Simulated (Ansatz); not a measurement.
## C4H5P, singlet: CASSCF and its corrections

Program: Ansatz, Gaussian basis, development build; NEVPT3, NEVPT4(SD), MRCISD by development code. Basis cc-pV(T+d)Z on P, cc-pVTZ on C/H, nonrelativistic, 9 orbitals frozen in the corrections. State-specific CASSCF; RHF is the lowest restricted (open-shell) Hartree–Fock solution met. Letters tell apart solutions met in one space. No symmetry is imposed, so a solution can break that of the shape. Lower solutions, or ones in other orbitals, may exist.

Geometry:

```xyz
10

P     0.0000    0.0000    1.1942
C     0.0000    1.2815   -0.0626
C     0.0000   -1.2815   -0.0626
C     0.0000    0.7250   -1.3013
C     0.0000   -0.7250   -1.3013
H     0.0000    0.0000    2.6119
H     0.0000    2.3463    0.1398
H     0.0000   -2.3463    0.1398
H     0.0000    1.3041   -2.2185
H     0.0000   -1.3041   -2.2185
```

CASSCF less RHF, in eV, and natural occupations:

```
    CAS  CASSCF                   occupations
(6,5) a  -1.311  1.99, 1.95, 1.92, 0.09, 0.06
(6,5) b  -1.206  1.99, 1.97, 1.95, 0.06, 0.03
```

What totals less RHF do the corrections give on each solution?



| CAS | SC-NEVPT2 | FIC-NEVPT2 | NEVPT3 | NEVPT4(SD) | MRCISD |
| --- | --- | --- | --- | --- | --- |
| (6,5) a | -21.705 | -21.732 | -22.549 | -23.295 | -19.006 |
| (6,5) b | -21.381 | -21.431 | -22.477 | -23.247 | -18.939 |

In CAS(6,5), is the solution lowest in CASSCF also lowest after SC-NEVPT2?

Yes: (6,5) a stays lowest, 0.32 eV under the next.

How do single-reference totals in the same basis and frozen core stand against SC-NEVPT2 in CAS(6,5) a?

CCSD(T) -2.045 eV. Coupled cluster stands on the determinant that it favours, which can lie over the RHF solution above, and is in doubt where the occupations are far from 0, 1 and 2.

Roughly how much CPU time does a whole run from the default start take (median of such runs, summed over threads; nearly all runs on one pinned thread of a shared server, mostly Xeon at 2.3 to 2.6 GHz, by a development driver)?

CAS(6,5) b: about 45 s. Other jobs ran beside these, and the count of passes differs.
